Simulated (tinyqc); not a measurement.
Inside a calculation. Method: UHF in the sto-3g basis, for H2O, spin multiplicity 3. One step of it, computed by the program tinyqc.

Question. Iteration 2: diagonalisation and new density. Diagonalise F' = X^T F X, C = X C', fill 6 alpha and 4 beta electrons from the bottom; D(s) = C_occ C_occ^T. Each column has its largest component positive (the first on a tie).

F(alpha) (hartree):
```
             1O 1s      1O 2s     1O 2px     1O 2py     1O 2pz      2H 1s      3H 1s
1O 1s   -20.341675  -5.196156   0.000000   0.002968  -0.007073  -0.902728  -0.874878
1O 2s    -5.196156  -2.582711   0.000000   0.004143  -0.091639  -0.838614  -0.819794
1O 2px    0.000000   0.000000  -0.580349   0.000000   0.000000   0.000000   0.000000
1O 2py    0.002968   0.004143   0.000000  -0.361233  -0.016167  -0.387170   0.412043
1O 2pz   -0.007073  -0.091639   0.000000  -0.016167  -0.533296  -0.224659  -0.227079
2H 1s    -0.902728  -0.838614   0.000000  -0.387170  -0.224659  -0.592855  -0.267240
3H 1s    -0.874878  -0.819794   0.000000   0.412043  -0.227079  -0.267240  -0.487748
```

F(beta) (hartree):
```
             1O 1s      1O 2s    1O 2px     1O 2py     1O 2pz      2H 1s      3H 1s
1O 1s   -20.300284  -5.156654  0.000000   0.002891  -0.006435  -0.894352  -0.866357
1O 2s    -5.156654  -2.359498  0.000000  -0.005191  -0.018548  -0.782325  -0.778557
1O 2px    0.000000   0.000000  0.320446   0.000000   0.000000   0.000000   0.000000
1O 2py    0.002891  -0.005191  0.000000  -0.377520  -0.047401  -0.340237   0.385789
1O 2pz   -0.006435  -0.018548  0.000000  -0.047401  -0.371868  -0.234527  -0.251575
2H 1s    -0.894352  -0.782325  0.000000  -0.340237  -0.234527  -0.173486  -0.202169
3H 1s    -0.866357  -0.778557  0.000000   0.385789  -0.251575  -0.202169  -0.319222
```

X:
```
                1          2          3         4          5          6         7
1O 1s   -0.348124   0.025165   0.736241  0.000000  -0.606719  -0.003168  0.189152
1O 2s    1.066465  -0.062311  -0.255201  0.000000  -0.266344  -0.005051  0.464797
1O 2px   0.000000   0.000000   0.000000  1.000000   0.000000   0.000000  0.000000
1O 2py   0.061389   0.905253  -0.000993  0.000000   0.001087   0.660441  0.005911
1O 2pz   0.420749  -0.024398   0.660574  0.000000   0.660635  -0.002351  0.184485
2H 1s   -0.722410  -0.725785  -0.186081  0.000000   0.152642   0.384985  0.384227
3H 1s   -0.613747   0.805559  -0.189270  0.000000   0.154664  -0.395679  0.375165
```

Give: F' = X^T F X; orbital energies; coefficients C; F' = X^T F X; orbital energies; coefficients C; D(alpha) after iteration 2; D(beta) after iteration 2.

Answer.

F' = X^T F X (alpha) (hartree):
```
        1       2       3       4       5       6       7
1  -0.656   0.020   2.010   0.000  -1.739   0.009   0.474
2   0.020   0.495  -0.201   0.000   0.153   0.069  -0.013
3   2.010  -0.201  -9.063   0.000   8.559   0.054  -4.256
4   0.000   0.000   0.000  -0.580   0.000   0.000   0.000
5  -1.739   0.153   8.559   0.000  -9.208  -0.068   4.479
6   0.009   0.069   0.054   0.000  -0.068  -0.653   0.025
7   0.474  -0.013  -4.256   0.000   4.479   0.025  -3.371
```

orbital energies (alpha) (hartree): MO1 -20.351, MO2 -1.355, MO3 -0.659, MO4 -0.580, MO5 -0.557, MO6 -0.042, MO7 0.509

coefficients C (alpha):
```
           MO1     MO2     MO3    MO4     MO5     MO6     MO7
1O 1s    0.994  -0.250   0.012  0.000   0.065   0.112   0.014
1O 2s    0.025   0.941  -0.066  0.000  -0.325  -0.700  -0.085
1O 2px   0.000   0.000   0.000  1.000   0.000   0.000   0.000
1O 2py   0.000  -0.004   0.598  0.000  -0.078  -0.152   0.934
1O 2pz   0.002   0.099   0.094  0.000   0.873  -0.547  -0.072
2H 1s   -0.005   0.095   0.480  0.000   0.152   0.862  -0.630
3H 1s   -0.005   0.084  -0.387  0.000   0.258   0.671   0.842
```

F' = X^T F X (beta) (hartree):
```
        1       2       3      4       5       6       7
1  -0.112   0.078   2.161  0.000  -1.752  -0.082   0.440
2   0.078   0.641  -0.198  0.000   0.107  -0.083  -0.095
3   2.161  -0.198  -8.956  0.000   8.584   0.025  -4.298
4   0.000   0.000   0.000  0.320   0.000   0.000   0.000
5  -1.752   0.107   8.584  0.000  -9.121  -0.061   4.498
6  -0.082  -0.083   0.025  0.000  -0.061  -0.554   0.063
7   0.440  -0.095  -4.298  0.000   4.498   0.063  -3.160
```

orbital energies (beta) (hartree): MO1 -20.308, MO2 -1.143, MO3 -0.565, MO4 -0.450, MO5 0.320, MO6 0.539, MO7 0.666

coefficients C (beta):
```
           MO1     MO2     MO3     MO4    MO5     MO6     MO7
1O 1s    0.995  -0.245  -0.010   0.056  0.000   0.119   0.030
1O 2s    0.023   0.921   0.052  -0.296  0.000  -0.720  -0.192
1O 2px   0.000   0.000   0.000   0.000  1.000   0.000   0.000
1O 2py   0.000   0.000   0.724   0.011  0.000   0.254  -0.819
1O 2pz   0.002   0.032   0.086   0.872  0.000  -0.554  -0.088
2H 1s   -0.004   0.100   0.286   0.160  0.000   0.576   0.976
3H 1s   -0.004   0.132  -0.374   0.283  0.000   0.902  -0.575
```

D(alpha) after iteration 2:
```
         1O 1s   1O 2s  1O 2px  1O 2py  1O 2pz   2H 1s   3H 1s
1O 1s    1.068  -0.310   0.000  -0.014  -0.026   0.084   0.061
1O 2s   -0.310   1.486   0.000   0.088   0.185  -0.595  -0.450
1O 2px   0.000   0.000   1.000   0.000   0.000   0.000   0.000
1O 2py  -0.014   0.088   0.000   0.386   0.071   0.144  -0.354
1O 2pz  -0.026   0.185   0.000   0.071   1.079  -0.284  -0.170
2H 1s    0.084  -0.595   0.000   0.144  -0.284   1.006   0.440
3H 1s    0.061  -0.450   0.000  -0.354  -0.170   0.440   0.674
```

D(beta) after iteration 2:
```
         1O 1s   1O 2s  1O 2px  1O 2py  1O 2pz   2H 1s   3H 1s
1O 1s    1.053  -0.220   0.000  -0.007   0.042  -0.023  -0.017
1O 2s   -0.220   0.938   0.000   0.034  -0.225   0.060   0.018
1O 2px   0.000   0.000   0.000   0.000   0.000   0.000   0.000
1O 2py  -0.007   0.034   0.000   0.524   0.072   0.209  -0.268
1O 2pz   0.042  -0.225   0.000   0.072   0.769   0.167   0.219
2H 1s   -0.023   0.060   0.000   0.209   0.167   0.118  -0.049
3H 1s   -0.017   0.018   0.000  -0.268   0.219  -0.049   0.238
```
